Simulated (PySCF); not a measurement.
Numbering as in the mapped SMILES `[CH3:1][CH2:2]/[C:3]([F:4])=[CH:5]\[O-:6]`; H(Xn) means a hydrogen on atom n.

Geometry: PBE0-D3(BJ)/def2-SVP; GIAO shifts from PySCF 2.14.0 with density-fitted response routines, gas phase, non-relativistic, averaged over equivalent atoms.

At PBE0/6-31G (66 basis functions, 5 s wall time on 1 thread of an Arm Neoverse V1, shared host):
```csv
atoms,δ (ppm)
C5,141.2
C3,134.2
C2,21.6
C1,18.3
F4,-246.3
O6,217.6
H(C5),8.05
H(C2),2.55
H(C1),0.83
```

Chemical shifts δ = σref − σ; ¹³C (199.54 ppm), ¹H (32.61 ppm) against TMS; CFCl3 for ¹⁹F (177.36 ppm); ¹⁷O (318.49 ppm) vs H2O, all at this level.

Task: Predict the values at PBE0/IGLO-III on the same geometry.

Result: 
| atoms | δ at PBE0/IGLO-III | change |
| --- | --- | --- |
| C5 | 154.9 | +13.7 |
| C3 | 153.0 | +18.8 |
| C2 | 23.2 | +1.6 |
| C1 | 16.8 | -1.5 |
| F4 | -238.0 | +8.3 |
| O6 | 222.4 | +4.8 |
| H(C5) | 8.79 | +0.74 |
| H(C2) | 2.93 | +0.38 |
| H(C1) | 0.74 | -0.09 |

References, each an isolated molecule treated in the same way: TMS for ¹³C (σ = 183.78 ppm), ¹H (σ = 31.37 ppm); ¹⁹F (σ = 174.63 ppm) vs CFCl3; H2O for ¹⁷O (σ = 327.19 ppm).

The largest change is at C3 (fully substituted alkene carbon). Cost: 270 basis functions, 44 s wall time on 1 thread of an Arm Neoverse V1, shared host. The order of the carbon signals is the same at both levels.

Unscaled 19F shifts against computed CFCl3 carry errors that often reach 10 to 50 ppm. Experimental scales use liquid or dissolved standards, which lie at an offset from isolated H2O (liquid H2O: subtract about 36 ppm).
